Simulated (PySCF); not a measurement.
Species: pyrimidine, C₄H₄N₂.
Atom-mapped SMILES: `[cH:1]1[cH:2][n:3][cH:4][n:5][cH:6]1` (hydrogens: H7 on C1; H8 on C2; H9 on C4; H10 on C6)

The same species was optimised twice, with GFN2-xTB and with PBE0-D3(BJ)/def2-SVP (PySCF), and the same property calculations (PySCF, gas phase) were run on both structures.

```
  coordinate  GFN2-xTB  PBE0-D3(BJ)/def2-SVP  change
   N3–C4 (Å)     1.320                 1.330  +0.010
   C4–N5 (Å)     1.320                 1.330  +0.010
   N5–C6 (Å)     1.324                 1.330  +0.006
   C2–N3 (Å)     1.324                 1.330  +0.006
   C1–C6 (Å)     1.388                 1.393  +0.005
   C1–C2 (Å)     1.388                 1.393  +0.005
C4–N5–C6 (°)     116.7                 116.3    -0.4
C2–N3–C4 (°)     116.6                 116.3    -0.3
N3–C4–N5 (°)     126.5                 126.8    +0.3
C2–C1–C6 (°)     116.1                 116.3    +0.2
C1–C6–N5 (°)     122.0                 122.2    +0.2
C1–C2–N3 (°)     122.1                 122.2    +0.1
```

Rotational constants: A = 6367, B = 6198, C = 3141 MHz (GFN2-xTB) against A = 6303, B = 6119, C = 3105 MHz (PBE0-D3(BJ)/def2-SVP). Point groups within 0.08 Å: C2v and C2v.

On the GFN2-xTB structure: HOMO (eV) -7.41 [PBE0/pcSseg-1]; LUMO (eV) -1.26 [PBE0/pcSseg-1]; dipole (D) 2.36 [PBE0/pcSseg-1]; GIAO shielding of C1 (ppm) 59.9 [PBE0/pcSseg-1]; GIAO shielding of C2/C6 (mean) (ppm) 23.6 [PBE0/pcSseg-1]; GIAO shielding of N3/N5 (mean) (ppm) -68.5 [PBE0/pcSseg-1]; GIAO shielding of C4 (ppm) 21.3 [PBE0/pcSseg-1].

Task: What do these properties become on the PBE0-D3(BJ)/def2-SVP structure?

Result: 
```
                                    property          level  on GFN2-xTB  on PBE0-D3(BJ)/def2-SVP  change
                                   HOMO (eV)  PBE0/pcSseg-1        -7.41                    -7.45   -0.04
                                   LUMO (eV)  PBE0/pcSseg-1        -1.26                    -1.31   -0.05
                                  dipole (D)  PBE0/pcSseg-1         2.36                     2.37   +0.01
energy, GFN2-xTB geometry as zero (kcal/mol)  PBE0/pcSseg-1          0.0                     -0.2    -0.2
                  GIAO shielding of C1 (ppm)  PBE0/pcSseg-1         59.9                     57.7    -2.2
        GIAO shielding of C2/C6 (mean) (ppm)  PBE0/pcSseg-1         23.6                     21.6    -2.0
        GIAO shielding of N3/N5 (mean) (ppm)  PBE0/pcSseg-1        -68.5                    -72.9    -4.4
                  GIAO shielding of C4 (ppm)  PBE0/pcSseg-1         21.3                     18.3    -3.0
```

The heavy atoms differ by 0.008 Å rms after alignment. Among bonds between heavy atoms N3–C4 and C4–N5 change most and about equally (+0.010 Å). Changes are differences of the printed values. Neither structure is proved a minimum here.
